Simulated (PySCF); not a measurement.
CH2O2, SMILES O=CO. Coordinates come from a PBE0-D3(BJ)/def2-TZVP optimisation. Other conformers were not sampled.

Computed equilibrium geometry at PBE0-D3(BJ)/def2-TZVP (PySCF confirms it by a frequency run) as a Z-matrix, and its point group (one conformer of several):
point group Cs.
```
C
O 1 1.1942
O 1 1.3352 2 125.14
H 3 0.9691 1 107.28 2 0.00
H 1 1.0991 2 125.11 3 180.00
```
